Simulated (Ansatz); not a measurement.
# CF: the cost of one run

Computed with Ansatz 0.2.0 (the levels named in each step, unless a step's input says otherwise).

### Step 1. The starting structure

Bond lengths: C1–F2 1.268 Å.

Structure file:

```xyz
2

C     0.0000    0.0000    0.0032
F     0.0000    0.0000    1.2715
```

### Step 2. Frequencies, PBE0-D4/def2-TZVPP

Input file input.yaml:

```yaml
crystal:
  periodic: [false, false, false]
  atoms:
    - { symbol: C, position_ang: [0.0, 0.0, 0.00317714] }
    - { symbol: F, position_ang: [0.0, 0.0, 1.27149286] }
magnetization:
  spin_polarized: true
  initial_magnetization: 1
basis:
  gaussian: { orbitals: def2-TZVPP }
hamiltonian:
  xc: pbe0
  dispersion: d4
phonons: {}
```

Started as:

```
$ ansatz run input.yaml --threads 1 --pin off --max-ram 2560MiB --backend cpu --events-out ev --progress --plain --runs-dir out
```

Q: Estimate wall time and peak memory on 1 thread of Arm Neoverse N1, shared host.

About 12 s, with a peak of 0.096 GiB.
